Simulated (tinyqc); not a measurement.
Inside a calculation (part 1 of 2). Method: UHF in the sto-3g basis, for H2O+, spin multiplicity 2. This run ends on a higher stationary point, not on the lowest solution. Computed by tinyqc, a small Python program that keeps every step (integrals from PySCF). Settings: charge = 1, multiplicity = 2, basis = sto-3g, energy threshold = 1e-10, iteration cap = 85, orthogonalisation = canonical, start = random, DIIS depth = 8, method = UHF. Command: `OMP_NUM_THREADS=1 python tinyqc.py 21180 21181 out.jsonl` (the two numbers bound the seeds that draw the settings). One thread of a shared host (Intel(R) Xeon(R) Processor @ 2.60GHz), about 0.2 s of CPU time with the checks. Later iterations appear only in the table of the cycle.

## One-electron integrals

Geometry (angstrom):
```
atom,x,y,z
O,0.0000,0.0000,0.0000
H,0.0000,1.0900,0.8490
H,0.0000,-1.0550,0.8220
```

Basis sto-3g: exponents (1/bohr^2) and contraction coefficients of normalised primitives:
```
element,l (shell),exponent,coefficient
O,s (1),130.7093,0.1543
O,s (1),23.8089,0.5353
O,s (1),6.4436,0.4446
O,s (2),5.0332,-0.1000
O,s (2),1.1696,0.3995
O,s (2),0.3804,0.7001
O,p (3),5.0332,0.1559
O,p (3),1.1696,0.6077
O,p (3),0.3804,0.3920
H,s (1),3.4253,0.1543
H,s (1),0.6239,0.5353
H,s (1),0.1689,0.4446
```

Overlap, kinetic and nuclear-attraction integrals over the contracted functions; the nuclear repulsion is the sum of Za Zb / Rab.

nuclear repulsion = 6.476105 hartree

overlap S, lower triangle:
```
,1O 1s,1O 2s,1O 2px,1O 2py,1O 2pz,2H 1s,3H 1s
1O 1s,1.0000
1O 2s,0.2367,1.0000
1O 2px,0.0000,0.0000,1.0000
1O 2py,0.0000,0.0000,0.0000,1.0000
1O 2pz,0.0000,0.0000,0.0000,0.0000,1.0000
2H 1s,0.0200,0.2448,0.0000,0.1862,0.1450,1.0000
3H 1s,0.0221,0.2639,0.0000,-0.1984,0.1546,0.0935,1.0000
```

kinetic energy T (hartree), lower triangle:
```
,1O 1s,1O 2s,1O 2px,1O 2py,1O 2pz,2H 1s,3H 1s
1O 1s,29.0032
1O 2s,-0.1680,0.8081
1O 2px,0.0000,0.0000,2.5287
1O 2py,0.0000,0.0000,0.0000,2.5287
1O 2pz,0.0000,0.0000,0.0000,0.0000,2.5287
2H 1s,-0.0064,0.0063,0.0000,0.0510,0.0397,0.7600
3H 1s,-0.0071,0.0129,0.0000,-0.0617,0.0481,-0.0113,0.7600
```

nuclear attraction V (hartree), lower triangle:
```
,1O 1s,1O 2s,1O 2px,1O 2py,1O 2pz,2H 1s,3H 1s
1O 1s,-61.3971
1O 2s,-7.3674,-9.8300
1O 2px,0.0000,0.0000,-9.7231
1O 2py,0.0004,0.0048,0.0000,-9.7869
1O 2pz,-0.0095,-0.1187,0.0000,0.0023,-9.7618
2H 1s,-0.6359,-1.7216,0.0000,-1.1270,-0.8996,-4.5169
3H 1s,-0.7024,-1.8759,0.0000,1.2194,-0.9726,-0.4765,-4.6133
```

core Hamiltonian H = T + V (hartree), lower triangle:
```
,1O 1s,1O 2s,1O 2px,1O 2py,1O 2pz,2H 1s,3H 1s
1O 1s,-32.3939
1O 2s,-7.5354,-9.0219
1O 2px,0.0000,0.0000,-7.1943
1O 2py,0.0004,0.0048,0.0000,-7.2582
1O 2pz,-0.0095,-0.1187,0.0000,0.0023,-7.2331
2H 1s,-0.6423,-1.7153,0.0000,-1.0761,-0.8599,-3.7569
3H 1s,-0.7096,-1.8631,0.0000,1.1577,-0.9245,-0.4877,-3.8532
```

## Two-electron integrals

Functions are numbered as in S; the eight-fold symmetry (ij|kl) = (ji|kl) = (kl|ij) leaves the list below.

Two-electron integrals (ij|kl) in chemists' order, unique and non-zero (hartree):
```
i,j,k,l,(ij|kl)
1,1,1,1,4.7851
2,1,1,1,0.7414
2,1,2,1,0.1369
2,2,1,1,1.1189
2,2,2,1,0.2566
2,2,2,2,0.8172
3,1,3,1,0.0245
3,2,3,1,0.0378
3,2,3,2,0.1805
3,3,1,1,1.1158
3,3,2,1,0.2567
3,3,2,2,0.8170
3,3,3,3,0.8802
4,1,4,1,0.0245
4,2,4,1,0.0378
4,2,4,2,0.1805
4,3,4,3,0.0474
4,4,1,1,1.1158
4,4,2,1,0.2567
4,4,2,2,0.8170
4,4,3,3,0.7853
4,4,4,4,0.8802
5,1,5,1,0.0245
5,2,5,1,0.0378
5,2,5,2,0.1805
5,3,5,3,0.0474
5,4,5,4,0.0474
5,5,1,1,1.1158
5,5,2,1,0.2567
5,5,2,2,0.8170
5,5,3,3,0.7853
5,5,4,4,0.7853
5,5,5,5,0.8802
6,1,1,1,0.0633
6,1,2,1,0.0116
6,1,2,2,0.0217
6,1,3,3,0.0216
6,1,4,1,3.92e-04
6,1,4,2,0.0007
6,1,4,4,0.0217
6,1,5,1,3.06e-04
6,1,5,2,0.0006
6,1,5,4,5.63e-05
6,1,5,5,0.0217
6,1,6,1,0.0010
6,2,1,1,0.1841
6,2,2,1,0.0429
6,2,2,2,0.1553
6,2,3,3,0.1525
6,2,4,1,0.0025
6,2,4,2,0.0207
6,2,4,4,0.1576
6,2,5,1,0.0019
6,2,5,2,0.0162
6,2,5,4,0.0040
6,2,5,5,0.1556
6,2,6,1,0.0037
6,2,6,2,0.0396
6,3,3,1,0.0041
6,3,3,2,0.0253
6,3,4,3,0.0041
6,3,5,3,0.0032
6,3,6,3,0.0051
6,4,1,1,0.1154
6,4,2,1,0.0272
6,4,2,2,0.1052
6,4,3,3,0.1007
6,4,4,1,0.0054
6,4,4,2,0.0381
6,4,4,4,0.1121
6,4,5,1,0.0010
6,4,5,2,0.0100
6,4,5,4,0.0057
6,4,5,5,0.1027
6,4,6,1,0.0024
6,4,6,2,0.0327
6,4,6,4,0.0319
6,5,1,1,0.0899
6,5,2,1,0.0212
6,5,2,2,0.0820
6,5,3,3,0.0785
6,5,4,1,0.0010
6,5,4,2,0.0100
6,5,4,4,0.0810
6,5,5,1,0.0049
6,5,5,2,0.0331
6,5,5,4,0.0060
6,5,5,5,0.0864
6,5,6,1,0.0019
6,5,6,2,0.0255
6,5,6,4,0.0208
6,5,6,5,0.0214
6,6,1,1,0.3804
6,6,2,1,0.0900
6,6,2,2,0.3755
6,6,3,3,0.3629
6,6,4,1,0.0056
6,6,4,2,0.0662
6,6,4,4,0.3862
6,6,5,1,0.0043
6,6,5,2,0.0516
6,6,5,4,0.0182
6,6,5,5,0.3770
6,6,6,1,0.0078
6,6,6,2,0.1319
6,6,6,4,0.1250
6,6,6,5,0.0974
6,6,6,6,0.7746
7,1,1,1,0.0699
7,1,2,1,0.0128
7,1,2,2,0.0239
7,1,3,3,0.0239
7,1,4,1,-4.38e-04
7,1,4,2,-0.0008
7,1,4,4,0.0240
7,1,5,1,3.42e-04
7,1,5,2,0.0006
7,1,5,4,-6.43e-05
7,1,5,5,0.0239
7,1,6,1,0.0011
7,1,6,2,0.0040
7,1,6,4,0.0024
7,1,6,5,0.0020
7,1,6,6,0.0083
7,1,7,1,0.0012
7,2,1,1,0.2006
7,2,2,1,0.0467
7,2,2,2,0.1687
7,2,3,3,0.1657
7,2,4,1,-0.0027
7,2,4,2,-0.0225
7,2,4,4,0.1713
7,2,5,1,0.0021
7,2,5,2,0.0175
7,2,5,4,-0.0043
7,2,5,5,0.1691
7,2,6,1,0.0039
7,2,6,2,0.0330
7,2,6,4,0.0193
7,2,6,5,0.0205
7,2,6,6,0.0862
7,2,7,1,0.0045
7,2,7,2,0.0464
7,3,3,1,0.0045
7,3,3,2,0.0276
7,3,4,3,-0.0045
7,3,5,3,0.0035
7,3,6,3,0.0041
7,3,7,3,0.0060
7,4,1,1,-0.1247
7,4,2,1,-0.0294
7,4,2,2,-0.1134
7,4,3,3,-0.1085
7,4,4,1,0.0060
7,4,4,2,0.0415
7,4,4,4,-0.1209
7,4,5,1,-0.0011
7,4,5,2,-0.0109
7,4,5,4,0.0062
7,4,5,5,-0.1106
7,4,6,1,-0.0024
7,4,6,2,-0.0190
7,4,6,4,-0.0074
7,4,6,5,-0.0117
7,4,6,6,-0.0478
7,4,7,1,-0.0029
7,4,7,2,-0.0380
7,4,7,4,0.0368
7,5,1,1,0.0971
7,5,2,1,0.0229
7,5,2,2,0.0883
7,5,3,3,0.0845
7,5,4,1,-0.0011
7,5,4,2,-0.0109
7,5,4,4,0.0873
7,5,5,1,0.0054
7,5,5,2,0.0360
7,5,5,4,-0.0066
7,5,5,5,0.0931
7,5,6,1,0.0020
7,5,6,2,0.0204
7,5,6,4,0.0117
7,5,6,5,0.0166
7,5,6,6,0.0577
7,5,7,1,0.0023
7,5,7,2,0.0296
7,5,7,4,-0.0240
7,5,7,5,0.0247
7,6,1,1,0.0472
7,6,2,1,0.0111
7,6,2,2,0.0442
7,6,3,3,0.0431
7,6,4,1,5.24e-06
7,6,4,2,7.33e-05
7,6,4,4,0.0439
7,6,5,1,0.0008
7,6,5,2,0.0078
7,6,5,4,1.45e-05
7,6,5,5,0.0454
7,6,6,1,0.0010
7,6,6,2,0.0114
7,6,6,4,0.0084
7,6,6,5,0.0083
7,6,6,6,0.0422
7,6,7,1,0.0011
7,6,7,2,0.0123
7,6,7,4,-0.0088
7,6,7,5,0.0089
7,6,7,6,0.0044
7,7,1,1,0.3924
7,7,2,1,0.0928
7,7,2,2,0.3865
7,7,3,3,0.3731
7,7,4,1,-0.0059
7,7,4,2,-0.0695
7,7,4,4,0.3978
7,7,5,1,0.0046
7,7,5,2,0.0541
7,7,5,4,-0.0193
7,7,5,5,0.3881
7,7,6,1,0.0078
7,7,6,2,0.0815
7,7,6,4,0.0456
7,7,6,5,0.0551
7,7,6,6,0.2462
7,7,7,1,0.0089
7,7,7,2,0.1451
7,7,7,4,-0.1361
7,7,7,5,0.1061
7,7,7,6,0.0422
7,7,7,7,0.7746
```

## Orthogonalisation

S = U s U^T; canonical form X = U s^(-1/2), so that X^T S X = 1. Each column of U has its largest component positive (the first on a tie).

eigenvalues of S: 0.5768  0.6785  0.8908  1.0000  1.1049  1.2288  1.5202

X:
```
,1,2,3,4,5,6,7
1O 1s,-0.4468,-0.0652,0.6651,0.0000,-0.5923,0.0210,0.2562
1O 2s,0.8944,0.0921,-0.2619,0.0000,-0.3005,0.0212,0.4943
1O 2px,0.0000,0.0000,0.0000,1.0000,0.0000,0.0000,0.0000
1O 2py,-0.0907,0.7778,0.0087,0.0000,0.0054,0.6894,-0.0212
1O 2pz,0.3792,0.0295,0.6948,0.0000,0.6100,0.0028,0.2224
2H 1s,-0.4502,-0.7042,-0.2641,0.0000,0.2222,0.4258,0.3691
3H 1s,-0.6160,0.5994,-0.2432,0.0000,0.2057,-0.3954,0.4022
```

## Starting guess

The start is random orthonormal orbitals; D(s) = C_occ C_occ^T for each spin.

D(alpha) at the start, lower triangle:
```
,1O 1s,1O 2s,1O 2px,1O 2py,1O 2pz,2H 1s,3H 1s
1O 1s,0.8700
1O 2s,-0.4259,0.6815
1O 2px,0.0559,-0.0898,0.9405
1O 2py,-0.0804,-0.0285,0.0381,1.0496
1O 2pz,-0.2171,0.2907,0.1767,-0.1303,0.5144
2H 1s,0.3939,-0.0125,-0.1058,-0.0725,0.2250,0.4982
3H 1s,0.1496,0.1445,0.0896,0.2433,-0.3876,-0.2286,0.7757
```

D(beta) at the start, lower triangle:
```
,1O 1s,1O 2s,1O 2px,1O 2py,1O 2pz,2H 1s,3H 1s
1O 1s,0.8646
1O 2s,-0.3984,0.5421
1O 2px,0.0505,-0.0621,0.9350
1O 2py,-0.0253,-0.3082,0.0937,0.4887
1O 2pz,-0.2298,0.3553,0.1638,-0.0008,0.4845
2H 1s,0.3871,0.0220,-0.1127,-0.0033,0.2090,0.4896
3H 1s,0.1968,-0.0955,0.1372,-0.2379,-0.2765,-0.1692,0.3629
```

## Iteration 1: building the Fock matrix

J_ij = sum D_kl (ij|kl) with D = D(alpha) + D(beta), K_ij = sum D_kl (ik|jl) for each spin; F = H + J - K(s); E = tr D H + tr D J / 2 - 0.5 sum_s tr D(s) K(s) + E_nn.

Coulomb J (hartree), lower triangle:
```
,1O 1s,1O 2s,1O 2px,1O 2py,1O 2pz,2H 1s,3H 1s
1O 1s,14.2563
1O 2s,2.7087,6.9054
1O 2px,-0.0060,-0.0453,6.9130
1O 2py,-0.0301,-0.1267,0.0087,6.9290
1O 2pz,0.0338,0.2884,0.0325,-0.0036,6.8546
2H 1s,0.2297,1.3425,-0.0039,0.9062,0.7613,3.6637
3H 1s,0.2551,1.4884,-0.0053,-1.0322,0.8338,0.4047,3.8431
```

exchange K(alpha) (hartree), lower triangle:
```
,1O 1s,1O 2s,1O 2px,1O 2py,1O 2pz,2H 1s,3H 1s
1O 1s,3.7608
1O 2s,0.5001,1.0225
1O 2px,0.0371,-0.0746,1.0274
1O 2py,-0.0729,-0.0330,0.0105,1.0926
1O 2pz,-0.1127,0.2375,0.1463,-0.0333,0.6592
2H 1s,0.1511,0.2865,-0.0308,0.1777,0.2099,0.4800
3H 1s,0.1055,0.3469,0.0244,-0.1769,0.0677,0.0513,0.5968
```

exchange K(beta) (hartree), lower triangle:
```
,1O 1s,1O 2s,1O 2px,1O 2py,1O 2pz,2H 1s,3H 1s
1O 1s,3.7425
1O 2s,0.4670,0.7602
1O 2px,0.0402,-0.0406,0.9636
1O 2py,-0.1025,-0.3359,0.0507,0.6739
1O 2pz,-0.1063,0.2952,0.1393,0.0363,0.5849
2H 1s,0.1446,0.2139,-0.0215,0.0881,0.2170,0.4549
3H 1s,0.1002,0.2489,0.0400,-0.2798,0.0670,0.0170,0.3579
```

F(alpha) (hartree), lower triangle:
```
,1O 1s,1O 2s,1O 2px,1O 2py,1O 2pz,2H 1s,3H 1s
1O 1s,-21.8985
1O 2s,-5.3268,-3.1390
1O 2px,-0.0432,0.0293,-1.3088
1O 2py,0.0432,-0.0889,-0.0018,-1.4217
1O 2pz,0.1370,-0.0678,-0.1139,0.0320,-1.0376
2H 1s,-0.5636,-0.6592,0.0269,-0.3476,-0.3085,-0.5732
3H 1s,-0.5600,-0.7216,-0.0297,0.3024,-0.1583,-0.1344,-0.6068
```

F(beta) (hartree), lower triangle:
```
,1O 1s,1O 2s,1O 2px,1O 2py,1O 2pz,2H 1s,3H 1s
1O 1s,-21.8802
1O 2s,-5.2938,-2.8767
1O 2px,-0.0463,-0.0047,-1.2450
1O 2py,0.0728,0.2140,-0.0420,-1.0030
1O 2pz,0.1306,-0.1255,-0.1068,-0.0377,-0.9633
2H 1s,-0.5571,-0.5867,0.0176,-0.2580,-0.3156,-0.5481
3H 1s,-0.5547,-0.6236,-0.0453,0.4053,-0.1576,-0.1001,-0.3680
```

total energy of this density = -61.968071 hartree

## Iteration 1: diagonalisation and new density

Diagonalise F' = X^T F X, C = X C', fill 5 alpha and 4 beta electrons from the bottom; D(s) = C_occ C_occ^T. Each column has its largest component positive (the first on a tie).

F' = X^T F X (alpha) (hartree), lower triangle:
```
,1,2,3,4,5,6,7
1,-2.3085
2,-0.3119,-0.6544
3,3.5293,0.7602,-8.1241
4,0.0087,-0.0360,-0.1154,-1.3088
5,-3.6461,-0.5710,7.9276,-0.0528,-10.0508
6,0.1168,-0.4177,-0.3229,0.0213,0.3394,-1.2161
7,1.4854,0.2916,-4.7130,-0.0239,5.5647,-0.2663,-4.6473
```

orbital energies (alpha) (hartree): MO1 -21.9015, MO2 -1.9878, MO3 -1.4149, MO4 -1.3495, MO5 -1.0198, MO6 -0.3619, MO7 -0.2746

coefficients C (alpha):
```
,MO1,MO2,MO3,MO4,MO5,MO6,MO7
1O 1s,0.9985,-0.2413,0.0403,0.0057,0.0396,0.0541,0.0419
1O 2s,0.0054,0.9854,-0.1588,-0.0240,-0.1496,-0.3112,-0.3097
1O 2px,0.0020,-0.0417,-0.0899,0.9339,-0.3362,-0.0482,0.0519
1O 2py,-0.0027,0.1752,0.9508,0.1231,-0.0106,0.3064,-0.2125
1O 2pz,-0.0077,0.0869,-0.1278,0.3291,0.8844,-0.0243,-0.3661
2H 1s,0.0060,0.0283,0.0486,0.0245,0.2358,-0.1865,1.0203
3H 1s,0.0024,0.0507,-0.0612,0.0019,-0.1102,1.0546,0.1660
```

F' = X^T F X (beta) (hartree), lower triangle:
```
,1,2,3,4,5,6,7
1,-2.2114
2,-0.3010,-0.2931
3,3.5245,0.6026,-8.0201
4,-0.0003,-0.0727,-0.0978,-1.2450
5,-3.6955,-0.6333,7.9804,-0.0420,-9.9688
6,0.2225,-0.2204,-0.4107,-0.0049,0.2457,-0.9811
7,1.4940,0.5216,-4.8072,-0.0488,5.5323,-0.1566,-4.4734
```

orbital energies (beta) (hartree): MO1 -21.8829, MO2 -1.7748, MO3 -1.2910, MO4 -1.0619, MO5 -0.8630, MO6 -0.2522, MO7 -0.0669

coefficients C (beta):
```
,MO1,MO2,MO3,MO4,MO5,MO6,MO7
1O 1s,0.9989,-0.2354,0.0062,-0.0150,0.0798,0.0494,0.0303
1O 2s,0.0038,0.9664,-0.0256,0.0780,-0.3311,-0.3392,-0.2160
1O 2px,0.0022,0.0045,0.9205,-0.3432,-0.1695,0.0611,-0.0490
1O 2py,-0.0043,-0.2417,0.1999,0.6702,-0.5121,-0.2996,0.4353
1O 2pz,-0.0074,0.1779,0.3250,0.4513,0.7600,-0.3469,-0.1011
2H 1s,0.0063,0.0418,0.0344,0.2659,0.0581,1.0187,-0.1429
3H 1s,0.0022,0.0129,-0.0070,-0.1872,0.0877,0.1366,1.0472
```

D(alpha) after iteration 1, lower triangle:
```
,1O 1s,1O 2s,1O 2px,1O 2py,1O 2pz,2H 1s,3H 1s
1O 1s,1.0584
1O 2s,-0.2449,1.0193
1O 2px,0.0004,0.0011,0.9950
1O 2py,-0.0063,0.0203,0.0258,0.9499
1O 2pz,0.0031,-0.0344,0.0178,-0.0752,0.9145
2H 1s,0.0106,-0.0157,-0.0620,0.0517,0.2128,0.0594
3H 1s,-0.0167,0.0762,0.0422,-0.0479,-0.0846,-0.0275,0.0185
```

D(beta) after iteration 1, lower triangle:
```
,1O 1s,1O 2s,1O 2px,1O 2py,1O 2pz,2H 1s,3H 1s
1O 1s,1.0534
1O 2s,-0.2250,0.9407
1O 2px,0.0120,-0.0460,0.9651
1O 2py,0.0438,-0.1864,-0.0472,0.5475
1O 2pz,-0.0540,0.1988,0.1451,0.3244,0.3410
2H 1s,-0.0073,0.0603,-0.0594,0.1749,0.1385,0.0737
3H 1s,0.0019,-0.0019,0.0579,-0.1300,-0.0845,-0.0495,0.0353
```

## Iteration 2: building the Fock matrix

As before.

Coulomb J (hartree), lower triangle:
```
,1O 1s,1O 2s,1O 2px,1O 2py,1O 2pz,2H 1s,3H 1s
1O 1s,17.0965
1O 2s,3.2054,7.7923
1O 2px,-0.0029,-0.0159,7.8137
1O 2py,-0.0090,-0.0403,-0.0039,7.7858
1O 2pz,0.0136,0.0876,0.0154,0.0316,7.7543
2H 1s,0.2720,1.4446,-0.0017,0.9638,0.7671,3.4783
3H 1s,0.3008,1.5685,-0.0008,-1.0404,0.8170,0.4055,3.5121
```

exchange K(alpha) (hartree), lower triangle:
```
,1O 1s,1O 2s,1O 2px,1O 2py,1O 2pz,2H 1s,3H 1s
1O 1s,4.9118
1O 2s,0.8504,1.3981
1O 2px,0.0004,-0.0016,1.1607
1O 2py,-0.0003,0.0123,0.0102,1.1507
1O 2pz,-0.0025,-0.0019,0.0135,-0.0307,1.1160
2H 1s,0.0802,0.2676,-0.0164,0.1683,0.1755,0.1846
3H 1s,0.0856,0.2978,0.0119,-0.1743,0.0999,0.0504,0.1417
```

exchange K(beta) (hartree), lower triangle:
```
,1O 1s,1O 2s,1O 2px,1O 2py,1O 2pz,2H 1s,3H 1s
1O 1s,4.8820
1O 2s,0.8138,1.1656
1O 2px,0.0002,-0.0417,1.0762
1O 2py,-0.0031,-0.1547,-0.0520,0.8024
1O 2pz,-0.0007,0.2021,0.1211,0.3000,0.5671
2H 1s,0.0763,0.2555,-0.0201,0.1737,0.1834,0.2137
3H 1s,0.0801,0.2674,0.0287,-0.1541,0.0387,0.0337,0.1285
```

F(alpha) (hartree), lower triangle:
```
,1O 1s,1O 2s,1O 2px,1O 2py,1O 2pz,2H 1s,3H 1s
1O 1s,-20.2093
1O 2s,-5.1804,-2.6277
1O 2px,-0.0033,-0.0142,-0.5414
1O 2py,-0.0083,-0.0478,-0.0141,-0.6230
1O 2pz,0.0067,-0.0293,0.0019,0.0645,-0.5948
2H 1s,-0.4505,-0.5382,0.0147,-0.2806,-0.2683,-0.4631
3H 1s,-0.4943,-0.5923,-0.0128,0.2916,-0.2074,-0.1327,-0.4828
```

F(beta) (hartree), lower triangle:
```
,1O 1s,1O 2s,1O 2px,1O 2py,1O 2pz,2H 1s,3H 1s
1O 1s,-20.1795
1O 2s,-5.1438,-2.3952
1O 2px,-0.0031,0.0258,-0.4568
1O 2py,-0.0055,0.1191,0.0481,-0.2747
1O 2pz,0.0049,-0.2332,-0.1057,-0.2662,-0.0459
2H 1s,-0.4466,-0.5261,0.0184,-0.2860,-0.2762,-0.4922
3H 1s,-0.4888,-0.5620,-0.0295,0.2714,-0.1462,-0.1160,-0.4696
```

total energy of this density = -74.156209 hartree

## Iteration 2: DIIS over 2 matrices

error matrix X^T (FDS - SDF) X (alpha):
```
,1,2,3,4,5,6,7
1,0.0000,-0.0412,-0.1044,0.0037,0.2100,-0.0126,0.0903
2,0.0412,0.0000,-0.0676,0.0107,0.0196,0.2209,-0.0264
3,0.1044,0.0676,0.0000,-0.0038,0.0858,0.0062,-0.0199
4,-0.0037,-0.0107,0.0038,0.0000,-0.0051,-0.0123,0.0015
5,-0.2100,-0.0196,-0.0858,0.0051,0.0000,0.0388,0.0966
6,0.0126,-0.2209,-0.0062,0.0123,-0.0388,0.0000,-0.0019
7,-0.0903,0.0264,0.0199,-0.0015,-0.0966,0.0019,0.0000
```

B (overlaps of the stored error matrices):
```
,1,2
1,3.6267949e+02,8.5680083e+00
2,8.5680083e+00,5.6985606e-01
```

Minimise |sum c_i e_i|^2 with sum c_i = 1: solve [B -1; -1 0][c; lambda] = [0; -1] with B_ij = tr e_i^T e_j summed over both spins, and take F = sum c_i F_i.

DIIS coefficients: -0.0231  1.0231

extrapolated F(alpha) (hartree), lower triangle:
```
,1O 1s,1O 2s,1O 2px,1O 2py,1O 2pz,2H 1s,3H 1s
1O 1s,-20.1702
1O 2s,-5.1770,-2.6159
1O 2px,-0.0024,-0.0152,-0.5236
1O 2py,-0.0095,-0.0469,-0.0144,-0.6046
1O 2pz,0.0037,-0.0284,0.0046,0.0653,-0.5846
2H 1s,-0.4479,-0.5354,0.0144,-0.2790,-0.2674,-0.4606
3H 1s,-0.4928,-0.5893,-0.0124,0.2913,-0.2085,-0.1327,-0.4800
```

extrapolated F(beta) (hartree), lower triangle:
```
,1O 1s,1O 2s,1O 2px,1O 2py,1O 2pz,2H 1s,3H 1s
1O 1s,-20.1402
1O 2s,-5.1403,-2.3841
1O 2px,-0.0021,0.0265,-0.4386
1O 2py,-0.0073,0.1170,0.0502,-0.2579
1O 2pz,0.0020,-0.2357,-0.1056,-0.2715,-0.0247
2H 1s,-0.4440,-0.5247,0.0184,-0.2866,-0.2753,-0.4909
3H 1s,-0.4873,-0.5606,-0.0291,0.2683,-0.1459,-0.1163,-0.4719
```

## Iteration 2: diagonalisation and new density

As before.

F' = X^T F X (alpha) (hartree), lower triangle:
```
,1,2,3,4,5,6,7
1,-1.6105
2,-0.2636,-0.1209
3,3.1295,0.6078,-7.3064
4,-0.0084,-0.0299,0.0046,-0.5236
5,-3.0980,-0.4716,7.5059,0.0093,-9.1629
6,0.1008,-0.0513,-0.2844,0.0007,0.3621,-0.7397
7,1.4867,0.2837,-4.4588,-0.0065,5.2186,-0.2222,-4.1858
```

orbital energies (alpha) (hartree): MO1 -20.1797, MO2 -1.3880, MO3 -0.7468, MO4 -0.6653, MO5 -0.5240, MO6 -0.1071, MO7 -0.0389

coefficients C (alpha):
```
,MO1,MO2,MO3,MO4,MO5,MO6,MO7
1O 1s,0.9941,-0.2533,-0.0149,0.0507,0.0085,0.0854,0.0224
1O 2s,0.0243,0.9630,0.0806,-0.2385,-0.0368,-0.4504,-0.1281
1O 2px,0.0001,0.0169,0.0287,-0.0740,0.9951,-0.0163,0.0545
1O 2py,0.0005,0.0520,0.7298,0.2371,0.0354,0.3132,-0.6310
1O 2pz,0.0007,0.0377,-0.3583,0.7481,0.0769,-0.4772,-0.3551
2H 1s,-0.0031,0.0924,0.1477,0.4827,-0.0124,0.3281,0.8741
3H 1s,-0.0032,0.1070,-0.3888,-0.0005,0.0442,0.9308,-0.3568
```

F' = X^T F X (beta) (hartree), lower triangle:
```
,1,2,3,4,5,6,7
1,-1.5678
2,-0.2381,0.0627
3,3.1236,0.4177,-6.9662
4,-0.0102,0.0081,-0.0791,-0.4386
5,-3.1047,-0.6509,7.8235,-0.0728,-8.8290
6,0.0949,0.1538,-0.4834,0.0542,0.1604,-0.5733
7,1.5504,0.3052,-4.4372,-0.0169,5.2135,-0.2438,-4.1064
```

orbital energies (beta) (hartree): MO1 -20.1483, MO2 -1.2300, MO3 -0.6724, MO4 -0.4689, MO5 -0.2465, MO6 0.0147, MO7 0.3326

coefficients C (beta):
```
,MO1,MO2,MO3,MO4,MO5,MO6,MO7
1O 1s,0.9946,-0.2394,0.0267,0.0288,0.1154,0.0345,0.0224
1O 2s,0.0223,0.9077,-0.1189,-0.1312,-0.5628,-0.1919,-0.0527
1O 2px,0.0001,-0.0033,-0.0525,0.9556,-0.2397,0.1017,-0.1278
1O 2py,0.0001,-0.0565,0.5648,0.0152,0.0566,-0.5611,-0.6697
1O 2pz,0.0010,0.1728,0.3102,0.2094,0.1324,-0.5605,0.7399
2H 1s,-0.0028,0.1575,0.5378,0.0344,0.3229,0.8406,0.0960
3H 1s,-0.0031,0.1291,-0.3435,0.1603,0.8798,-0.1635,-0.4440
```

D(alpha) after iteration 2, lower triangle:
```
,1O 1s,1O 2s,1O 2px,1O 2py,1O 2pz,2H 1s,3H 1s
1O 1s,1.0553
1O 2s,-0.2334,0.9928
1O 2px,0.0002,-0.0004,0.9968
1O 2py,-0.0113,0.0510,0.0395,0.5927
1O 2pz,0.0351,-0.1738,0.0115,-0.0795,0.6953
2H 1s,-0.0043,-0.0139,-0.0423,0.2266,0.3107,0.2635
3H 1s,-0.0241,0.0701,0.0347,-0.2767,0.1464,-0.0483,0.1646
```

D(beta) after iteration 2, lower triangle:
```
,1O 1s,1O 2s,1O 2px,1O 2py,1O 2pz,2H 1s,3H 1s
1O 1s,1.0481
1O 2s,-0.2020,0.8557
1O 2px,0.0270,-0.1221,0.9159
1O 2py,0.0292,-0.1204,-0.0149,0.3224
1O 2pz,-0.0261,0.0926,0.1833,0.1686,0.1700
2H 1s,-0.0251,0.0744,0.0042,0.2954,0.2013,0.3152
3H 1s,-0.0386,0.1369,0.1708,-0.1989,-0.0507,-0.1589,0.1604
```
